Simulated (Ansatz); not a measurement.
We consider diamond-structure Si, described by r²SCAN in Ansatz (PAW).

Numerical settings: plane-wave cutoff 560 eV, 12×12×12 k mesh, Fermi–Dirac smearing 0.01 eV, scalar-relativistic PAW data made under PBE.

Response to compression and expansion:

```tsv
V (Å³/atom)	P (GPa)	direct gap at Γ (eV)	smallest gap on the k mesh (eV)
18.960	6.83	2.763	0.657
19.363	4.31	2.756	0.697
19.767	2.05	2.748	0.735
20.170	0.00	2.740	0.771
20.573	-1.84	2.731	0.804
20.977	-3.50	2.722	0.836
21.380	-4.99	2.712	0.865
```

The fundamental gap (0.77 eV at the equilibrium volume, with added k points) lies elsewhere than Γ–Γ.

Ansatz is an electronic-structure program.
